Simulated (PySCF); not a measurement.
# HOMO energy and vertical ionisation energy

CAM-B3LYP-D3(BJ)/ma-def2-TZVP single points (PySCF) on relaxed neutral molecules. The ionisation energy is the difference of two SCF energies at the neutral's structure.

| molecule | −ε(HOMO) / eV | vertical ionisation energy / eV |
| --- | --- | --- |
| methylamine, `CN` (CH5N) | 8.36 | 9.69 |
| hydrogen sulfide, `S` (H2S) | 8.92 | 10.41 |
| ethylene, `C=C` (C2H4) | 9.25 | 10.53 |
| `C=O` (CH2O) | 9.36 | ? |
| hydrogen cyanide, `C#N` (CHN) | 11.87 | 13.67 |
| carbon monoxide, `[C-]#[O+]` (CO) | 12.37 | 14.27 |

Question: Fit a straight line to the complete rows and predict the ionisation energy of formaldehyde, `C=O` (CH2O).

Answer: IE = 0.109 + 1.143·(−ε) (5 points, rms 0.08 eV, correlation 0.999). At 9.36 this gives 10.81 eV; the calculation itself gave 10.90 eV, so the fit is off by 0.09.

(formaldehyde) Run with `OMP_NUM_THREADS=1 python redox_run.py task.json out` on 1 thread of Arm Neoverse V2, a shared host. Structures, frequencies and single points: 34 s of wall time.
